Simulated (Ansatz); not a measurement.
# C2H2F: the cost of one run

Method: single points in def2-TZVPP; program: Ansatz 0.2.0, Gaussian basis.

Cores are frozen in the correlated methods.

1 further run of the same task is left out (it didn't finish).

### Step 1. Where the work starts

SMILES `C=[C+]F`, 5 atoms, charge 1, spin multiplicity 1.

Atoms are counted from 1 here; the program's logs count them from 0.

Bond lengths: C1–C2 1.284 Å, C1–H4 1.097 Å, C1–H5 1.086 Å, C2–F3 1.186 Å. Angles: C2–C1–H4 121.6°, C2–C1–H5 126.7°, H4–C1–H5 111.6°, C1–C2–F3 175.0°.

Coordinates:

```xyz
5

C    -0.26108    0.22944   -0.36786
C     0.32496   -0.38055    0.59751
F     0.86594   -1.02850    1.43064
H    -0.50675   -0.28196   -1.30705
H    -0.51109    1.28507   -0.41126
```

### Step 2. PBE-D4/def2-TZVPP

File run/in.yaml:

```yaml
crystal:
  periodic: [false, false, false]
  atoms:
    - {symbol: C, position_ang: [-0.261083, 0.229443, -0.367858]}
    - {symbol: C, position_ang: [0.324958, -0.380551, 0.597507]}
    - {symbol: F, position_ang: [0.865940, -1.028498, 1.430643]}
    - {symbol: H, position_ang: [-0.506754, -0.281962, -1.307046]}
    - {symbol: H, position_ang: [-0.511086, 1.285067, -0.411265]}
basis:
  gaussian: {orbitals: def2-TZVPP}
total_charge: 1
hamiltonian: {xc: pbe, dispersion: d4}
output: {forces: true}
```

Launch:

```bash
> ansatz run in.yaml --threads 2 --pin off --events-out ev --progress --plain --max-ram 3481MiB
```

What time and memory should one allow on 2 threads of Arm Neoverse V1, shared host?

About 1.3 s, with a peak of 0.1 GiB.
